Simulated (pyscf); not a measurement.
H₃C–C≡N + CH₃• → H₃C–C(CH₃)=N•, an addition (doublet surface; none broken, C–C formed). PySCF, gas phase, ωB97X-D3(BJ)/def2-SVP geometries. Energies in kcal/mol from the separated reactants.

Small-basis levels: PySCF, no dispersion term, spherical d functions. Open shells are spin-unrestricted. 

| level | barrier | reaction energy |
|---|---|---|
| SVWN5/6-31G* | -3.6 | -37.5 |
| B3LYP/STO-3G | 2.2 | -42.8 |
| B3LYP/3-21G | 8.3 | -17.6 |
| B3LYP/6-31G* | 8.3 | -22.1 |
| B3LYP/6-311+G** | 10.2 | -17.7 |
| PBE/def2-SVP | 5.0 | -25.2 |
| B3LYP/def2-SVP | 9.2 | -21.2 |
| ωB97M-D3(BJ)/def2-TZVP | 9.3 | -20.1 |

Against the last row the barrier runs from -12.9 (SVWN5/6-31G*) to +0.9 kcal/mol (B3LYP/6-311+G**). At SVWN5/6-31G* this geometry lies under one side, so the entry may be no barrier of that level: it is a single point on another level's saddle. ωB97M-D3(BJ)/def2-TZVP has limits of its own. One saddle was located; it need not be the lowest between these sides.
